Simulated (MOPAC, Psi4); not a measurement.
Conformational energy of SMILES CCC#C. Scanned: dihedral C2–C3–C4–H8; all other coordinates were relaxed at GFN2-xTB. Heavy atoms are numbered in the order of the SMILES C#CCC, hydrogens after them in the order of the atoms that carry them; the mirror image has the same energies with the sign of each dihedral reversed.

- AM1, restricted, heats of formation // GFN2-xTB (MOPAC)
- PM6, restricted, heats of formation // GFN2-xTB (MOPAC)
- PBE0/def2-TZVP // GFN2-xTB (Psi4)

Energies in kcal/mol, each method relative to its own lowest point.

```tsv
φ / °	AM1	PM6	PBE0/def2-TZVP
0	(withheld)	1.08	3.06
10	1.46	1.01	2.83
20	1.16	0.81	2.24
30	0.77	0.53	1.46
40	0.38	0.26	0.71
50	0.10	0.07	0.19
60	0.00	0.00	0.00
70	(withheld)	0.07	0.19
80	(withheld)	0.27	0.73
90	0.75	(withheld)	(withheld)
100	1.15	0.81	2.25
110	1.45	1.01	2.84
```

What belongs in the gaps?


- 0, AM1: 1.57
- 70, AM1: 0.09
- 80, AM1: 0.36
- 90, PM6: 0.54
- 90, PBE0/def2-TZVP: 1.47
